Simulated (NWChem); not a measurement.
Species: carbonyl sulfide (COS); SMILES O=C=S

Computed with NWChem. Structure relaxed at the PBE0/def2-SVP level.

For level TPSS/def2-TZVPD:

```
Property                     Value
---------------------------  -----
highest occupied level (eV)  -7.55
orbital gap (eV)              5.72
```

Q: What are these values for level CAM-B3LYP/def2-TZVPD?

A: 
| Item | Value |
|---|---|
| highest occupied level (eV) | -9.97 |
| orbital gap (eV) | 10.09 |
